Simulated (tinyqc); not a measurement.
Worked calculation (part 2 of 2): CCD on RHF in the sto-3g basis, for HF, spin multiplicity 1. Computed by tinyqc, a small Python program that keeps every step (integrals from PySCF). Command: `OMP_NUM_THREADS=1 python tinyqc.py 24030 24031 out.jsonl` (the two numbers bound the seeds that draw the settings). One thread of a shared host (Intel(R) Xeon(R) Processor @ 2.60GHz), about 0.09 s of CPU time with the checks.

Geometry (angstrom):
```
atom         x         y         z
F     0.000000  0.000000  0.000000
H     0.000000  0.000000  1.186000
```

## CCD: convergence

E_corr = 1/4 sum <ij||ab> t_ij^ab; stop when the norm of the change is below 1e-8.

Course of the amplitude iterations:
```
update  correlation energy (hartree)  norm of the change
0                        -0.03214654                   -
1                        -0.04439405            1.06e-01
2                        -0.04928156            4.42e-02
3                        -0.05268441            1.84e-02
4                        -0.05265252            3.25e-04
5                        -0.05266072            5.26e-05
6                        -0.05265704            1.26e-05
7                        -0.05265858            8.94e-06
8                        -0.05265870            6.54e-07
9                        -0.05265870            4.98e-10
```

Converged amplitudes (spin orbitals 1a, 1b, ...; amplitudes related by a flip of all spins are not repeated):
```
from      to          t
3a 3b  6a 6b  -0.211659
2a 3b  6a 6b  -0.030103
2a 2b  6a 6b  -0.021707
5a 5b  6a 6b  -0.018417
4a 4b  6a 6b  -0.018417
1a 2b  6a 6b  -0.000474
1a 1b  6a 6b  -0.000281
1a 3b  6a 6b   1.02e-06
```

CCD total energy = -98.58022025 hartree

Converged in 9 updates, with DIIS from the third.
